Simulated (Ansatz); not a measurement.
A calculation with Ansatz (development build ahead of 0.2.0).

```yaml
crystal:
  periodic: [false, false, false]
  atoms:
    - { symbol: O, position_ang: [0.0, 0.0, -0.10024] }
    - { symbol: H, position_ang: [0.0, 0.0, 0.80194] }
basis:
  gaussian: { orbitals: def2-TZVP }
total_charge: -1
hamiltonian:
  xc: hf
```

The input is written out in the form of the current development build from the run's settings.

Output:

```json
{
 "Converged": "yes",
 "Total energy": "-75.39590 hartree",
 "Spin squared of the determinant": "0.000"
}
```

Caution: no diffuse functions for an anion.
